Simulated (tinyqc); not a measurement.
Worked calculation: LCCD on RHF in the sto-6g basis, frozen core, for H2F+, spin multiplicity 1. One step of it, computed by the program tinyqc.

Question. Iteration 8 (converged): orbitals. Diagonalise F' = X^T F X, C = X C', fill 5 alpha and 5 beta electrons from the bottom; D = 2 C_occ C_occ^T. Each column has its largest component positive (the first on a tie).

converged F (hartree), order 1F 1s, 1F 2s, 1F 2px, 1F 2py, 1F 2pz, 2H 1s, 3H 1s:
$$\begin{pmatrix}
-26.963254 & -6.531179 & 0.000000 & 0.000000 & -0.023626 & -1.265270 & -1.265270 \\
-6.531179 & -3.522924 & 0.000000 & 0.000000 & -0.126351 & -1.261490 & -1.261490 \\
0.000000 & 0.000000 & -1.059175 & 0.000000 & 0.000000 & 0.000000 & 0.000000 \\
0.000000 & 0.000000 & 0.000000 & -1.024948 & 0.000000 & -0.552543 & 0.552543 \\
-0.023626 & -0.126351 & 0.000000 & 0.000000 & -1.039330 & -0.425889 & -0.425889 \\
-1.265270 & -1.261490 & 0.000000 & -0.552543 & -0.425889 & -0.898672 & -0.423490 \\
-1.265270 & -1.261490 & 0.000000 & 0.552543 & -0.425889 & -0.423490 & -0.898672
\end{pmatrix}$$

X, order 1F 1s, 1F 2s, 1F 2px, 1F 2py, 1F 2pz, 2H 1s, 3H 1s:
$$\begin{pmatrix}
-0.341514 & 0.000000 & 0.735292 & 0.000000 & -0.614704 & 0.000000 & 0.172018 \\
1.091029 & 0.000000 & -0.237583 & 0.000000 & -0.268955 & 0.000000 & 0.447252 \\
0.000000 & 0.000000 & 0.000000 & 1.000000 & 0.000000 & 0.000000 & 0.000000 \\
0.000000 & 0.864449 & 0.000000 & 0.000000 & 0.000000 & 0.700030 & 0.000000 \\
0.416093 & 0.000000 & 0.668477 & 0.000000 & 0.657937 & 0.000000 & 0.173720 \\
-0.653428 & -0.805033 & -0.177658 & 0.000000 & 0.145583 & 0.375848 & 0.383747 \\
-0.653428 & 0.805033 & -0.177658 & 0.000000 & 0.145583 & -0.375848 & 0.383747
\end{pmatrix}$$

Give: F' = X^T F X; orbital energies; coefficients C; D after iteration 8.

Answer.

F' = X^T F X (hartree):
$$\begin{pmatrix}
-0.9571 & 0.0000 & 2.8317 & 0.0000 & -2.3647 & 0.0000 & 0.4347 \\
0.0000 & 0.1563 & 0.0000 & 0.0000 & 0.0000 & -0.0690 & 0.0000 \\
2.8317 & 0.0000 & -12.3753 & 0.0000 & 11.3879 & 0.0000 & -5.2941 \\
0.0000 & 0.0000 & 0.0000 & -1.0592 & 0.0000 & 0.0000 & 0.0000 \\
-2.3647 & 0.0000 & 11.3879 & 0.0000 & -12.5576 & 0.0000 & 5.4678 \\
0.0000 & -0.0690 & 0.0000 & 0.0000 & 0.0000 & -1.2180 & 0.0000 \\
0.4347 & 0.0000 & -5.2941 & 0.0000 & 5.4678 & 0.0000 & -4.2630
\end{pmatrix}$$

orbital energies (hartree): MO1 -26.9665, MO2 -2.0866, MO3 -1.2215, MO4 -1.0943, MO5 -1.0592, MO6 -0.0055, MO7 0.1597

coefficients C, order 1F 1s, 1F 2s, 1F 2px, 1F 2py, 1F 2pz, 2H 1s, 3H 1s:
$$\begin{pmatrix}
0.9971 & -0.2368 & 0.0000 & 0.0634 & 0.0000 & 0.1025 & 0.0000 \\
0.0134 & 0.9428 & 0.0000 & -0.3415 & 0.0000 & -0.7166 & 0.0000 \\
0.0000 & 0.0000 & 0.0000 & 0.0000 & 1.0000 & 0.0000 & 0.0000 \\
0.0000 & 0.0000 & 0.7424 & 0.0000 & 0.0000 & 0.0000 & 0.8284 \\
0.0019 & 0.1155 & 0.0000 & 0.8813 & 0.0000 & -0.5413 & 0.0000 \\
-0.0026 & 0.0805 & 0.3351 & 0.1987 & 0.0000 & 0.7622 & -0.8228 \\
-0.0026 & 0.0805 & -0.3351 & 0.1987 & 0.0000 & 0.7622 & 0.8228
\end{pmatrix}$$

D after iteration 8, order 1F 1s, 1F 2s, 1F 2px, 1F 2py, 1F 2pz, 2H 1s, 3H 1s:
$$\begin{pmatrix}
2.1085 & -0.4631 & 0.0000 & 0.0000 & 0.0607 & -0.0182 & -0.0182 \\
-0.4631 & 2.0112 & 0.0000 & 0.0000 & -0.3841 & 0.0161 & 0.0161 \\
0.0000 & 0.0000 & 2.0000 & 0.0000 & 0.0000 & 0.0000 & 0.0000 \\
0.0000 & 0.0000 & 0.0000 & 1.1022 & 0.0000 & 0.4976 & -0.4976 \\
0.0607 & -0.3841 & 0.0000 & 0.0000 & 1.5801 & 0.3688 & 0.3688 \\
-0.0182 & 0.0161 & 0.0000 & 0.4976 & 0.3688 & 0.3166 & -0.1327 \\
-0.0182 & 0.0161 & 0.0000 & -0.4976 & 0.3688 & -0.1327 & 0.3166
\end{pmatrix}$$
